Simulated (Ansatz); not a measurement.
A made-up structure of CHOSi, doublet:

```xyz
4
angstrom
C -0.2372 0.9346 -0.1441
Si -1.8307 0.0589 0.1617
O 1.0899 -0.0273 -0.0981
H 0.9781 -0.9662 0.0805
```

It is relaxed with PBE-D4/def2-SVP and then PBE0-D4/def2-TZVP (Ansatz 0.2.0). Atoms count as bonded within 1.22 times the sum of their covalent radii (H–H: 0.88 Å). The end point is not checked to be a true minimum.

Question: Does its bonding change? (A judgement: the text doesn't fix the answer.)

Answer: The calculation gives: No: no bond forms or breaks.

Where it ends: The first stage lowers the energy by 2.47 eV in 8 steps. It ends as CHOSi ([OH][C][Si]):
```
4
angstrom
C -0.2991 0.2175 -0.0108
Si -1.9638 0.4579 0.1031
O 0.9819 0.1188 -0.1138
H 1.2810 -0.7942 0.0216
```

Labels in which every atom is bracketed show which atoms are joined, not bond orders.

For scale, one of the runs: PBE0-D4/def2-TZVP relaxation, 105 basis functions, launched by `ansatz run in.yaml --threads 2 --pin off --events-out ev --progress --plain --max-ram 4352MiB`. Hardware: 2 CPU threads of an Arm Neoverse V1, shared host. Wall time about 20 s.
